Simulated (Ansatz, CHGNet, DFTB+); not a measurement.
## Ladder of methods for the equilibrium volume per atom of hcp Dy

Reference value: 31.56 Å³/atom (measured, room temperature, not corrected to a static lattice; as tabulated in Söderlind et al. (2014), doi:10.1088/0953-8984/26/41/416001).

```csv
level (code),value (Å³/atom),difference (%)
GFN1-xTB as cut by DFTB+,46.48,+47
CHGNet-r²SCAN,31.55,0.0
LDA (Ansatz),27.26,-13.6
PBE (Ansatz),33.86,+7.3
PBE-D3(BJ) (Ansatz),31.28,-0.9
PBE-D4 (Ansatz),32.27,+2.2
rVV10 (Ansatz),33.68,+6.7
r²SCAN-D4 (Ansatz),33.45,+6.0
r²SCAN+rVV10 (Ansatz),32.90,+4.2
```

Leaving aside GFN1-xTB as cut by DFTB+ (doubt noted below): The reference is not for a static lattice or low temperature, so close values are not ranked against it. Off by more than 3.8 %, or 5.2 % on the side where a correction would as a rule narrow the miss (bounds picked here): LDA (-13.6 %), PBE (+7.3 %), rVV10 (+6.7 %), r²SCAN-D4 (+6.0 %), r²SCAN+rVV10 (+4.2 %).

The reference isn't brought to a static lattice, while the calculations are for one, so the differences are not the levels' errors alone. A static lattice is as a rule a little smaller than the measured one. Spin-polarised runs: LDA (parallel moments), PBE (parallel moments), PBE-D3(BJ) (parallel moments), PBE-D4 (parallel moments), rVV10 (parallel moments), r²SCAN-D4 (parallel moments), r²SCAN+rVV10 (parallel moments). GFN1-xTB as cut by DFTB+: the cell has another shape than the first-principles one, perhaps another minimum in the same group. GFN1-xTB as cut by DFTB+: the cell moved over 20 % in volume from its start. GFN1-xTB as cut by DFTB+: the method was fitted mainly to molecules. GFN1-xTB as cut by DFTB+: this magnet was run without spin. GFN1-xTB as cut by DFTB+: codes differ in how they cut the long-range tail of xTB's charge interaction in a crystal, so the value belongs to this code. LDA, PBE, PBE-D3(BJ), PBE-D4, rVV10, r²SCAN-D4, r²SCAN+rVV10: the 4f shell is treated without U or exact exchange, so its levels and filling can be wrong. Cutoffs and k meshes differ between the levels. Ansatz's density-functional and Hartree–Fock values are scalar-relativistic unless marked +SOC, with PAW data made under PBE.

Machine-learned potentials (CHGNet-r²SCAN) are trained on DFT data: a solid inside that data is no test of them.

Differences are worked out from the printed values.

Ansatz is an electronic-structure program.
